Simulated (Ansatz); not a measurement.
This geometry of AlH2S2 (5 atoms, charge 0, multiplicity 2) is a first-order saddle point.

Level of theory: UKS BLYP-D4/def2-SVP in Ansatz 0.2.0.

```xyz
5
Properties=species:S:1:pos:R:3
S -1.634 0.263 -0.699
Al -0.021 -0.099 0.807
S 2.039 0.630 0.232
H -2.612 -0.327 0.051
H 2.278 -0.541 -0.432
```

Problem. Which two structures does it join? (They come from a converged band through this point; their orientation in space is the band's.)

Solution. No bond is made or broken. The dihedral S1–Al2–S3–H5 goes from 0 to -179°.

Initial state:

```xyz
5
Properties=species:S:1:pos:R:3
S -1.183 -0.892 -0.658
Al -0.237 0.464 0.853
S 1.900 1.008 0.471
H -2.393 -0.924 -0.028
H 1.962 0.270 -0.679
```

Final state:

```xyz
5
Properties=species:S:1:pos:R:3
S -1.577 -0.961 -0.737
Al -0.111 0.206 0.484
S 1.894 0.387 -0.491
H -2.590 -0.806 0.163
H 2.434 1.101 0.539
```

Problem. How far does it lie above each of them?

Solution. 0.101 eV above the first and 0.146 eV above the second. This is the barrier of this one path; another mechanism may lie lower.

Run time: 84 s on 1 thread of Arm Neoverse V1, on a shared host, peak memory 0.13 GiB.
